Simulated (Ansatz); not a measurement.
The input, for Ansatz 0.2.0:

```yaml
crystal:
  periodic: [false, false, false]
  atoms:
    - {symbol: Ga, position_ang: [0.000000, -0.040877, 0.709707]}
    - {symbol: N, position_ang: [0.000000, 0.089387, -1.254874]}
    - {symbol: N, position_ang: [0.000000, 0.011680, -2.370926]}
    - {symbol: H, position_ang: [0.000000, 1.423157, 1.292326]}
basis:
  gaussian: {orbitals: STO-3G}
total_charge: 1
magnetization: {spin_polarized: true, initial_magnetization: 3}
correlation: {method: ccsdt_q_b, electrons: all}
```

```sh
$ ansatz run in.yaml --threads 1 --pin off --events-out ev --progress --plain --max-ram 2393MiB
```

The program prints:

```
417 factors; integrals over basis functions are off by at most 3.6e-8 eV
mean field evaluation 1: about -54630.4223 eV, gradient 4.9e1 eV
mean field evaluation 2: about -54630.5363 eV, gradient 4.9e1 eV
mean field evaluation 4: about -54653.2085 eV, gradient 2.3e1 eV
mean field evaluation 8: about -54662.2265 eV, gradient 2.2e0 eV
mean field evaluation 16: about -54662.3686 eV, gradient 3.9e-2 eV
mean field evaluation 32: about -54662.5078 eV, gradient 2.7e-6 eV
mean field evaluation 64: about -54662.3684 eV, gradient 3.5e-2 eV
mean field evaluation 96: about -54662.5206 eV, gradient 3.1e-1 eV
mean field evaluation 128: about -54662.5262 eV, gradient 1.1e-1 eV
mean field evaluation 160: about -54657.6542 eV, gradient 7.5e-1 eV
...
cycle  30  -5.16508671 eV  change    8.8e-7 eV  update   1.2e-4
cycle  31  -5.16508943 eV  change   -2.7e-6 eV  update   8.4e-5
cycle  32  -5.16509475 eV  change   -5.3e-6 eV  update   2.9e-5
cycle  33  -5.16509818 eV  change   -3.4e-6 eV  update   2.4e-5
cycle  34  -5.16509977 eV  change   -1.6e-6 eV  update   1.4e-5
cycle  35  -5.16509890 eV  change    8.7e-7 eV  update   2.7e-5
cycle  36  -5.16509771 eV  change    1.2e-6 eV  update   2.6e-5
cycle  37  -5.16509663 eV  change    1.1e-6 eV  update   5.9e-6
cycle  38  -5.16509602 eV  change    6.1e-7 eV  update   6.1e-6
cycle  39  -5.16509564 eV  change    3.8e-7 eV  update   4.1e-6
perturbative correction -0.05090785 eV, -0.0018708289 hartree
Total energy: -54667.74294733 eV, -2009.0024981874 hartree
```

Ran on 1 thread of Arm Neoverse V2, shared host: 62 s wall, 1.5 GiB peak host memory.
